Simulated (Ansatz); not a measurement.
Rutile MnO2

Level of theory: PBE0 in Ansatz (plane waves, PAW).

Settings: plane-wave cutoff 500 eV, 6×6×10 k mesh (along the axes of the cell as run), Fermi–Dirac smearing 0.05 eV, magnetic order afm, spin-polarised with opposed moments, scalar-relativistic PAW data made under PBE.

Cell (relaxed with r²SCAN):

Space group P4₂/mnm (No. 136); a = 4.3833 Å, b = 4.3833 Å, c = 2.8611 Å, α = 90.00°, β = 90.00°, γ = 90.00°

| atom | site | symmetry | x | y | z |
|---|---|---|---|---|---|
| Mn | 2a | m.mm | 0.0000 | 0.0000 | 0.0000 |
| O | 4f | m.2m | 0.3048 | 0.3048 | 0.0000 |

```yaml
magnetic moment (largest site, within a sphere): 2.54 μB
band_gap: 2.50 eV (on the SCF k mesh)
```

Note: exact exchange on metals is sensitive to the k mesh and can open a false gap; the collinear magnetic order is the start's and need not be the measured one; cell and atoms aren't relaxed at this level (largest force component 0.12 eV/Å, pressure -2.7 GPa).

Moments are spin moments.

Static lattice: no zero-point or thermal effects.

Computing time: roughly 14 core-minutes.

Ansatz is a program for electronic structure.
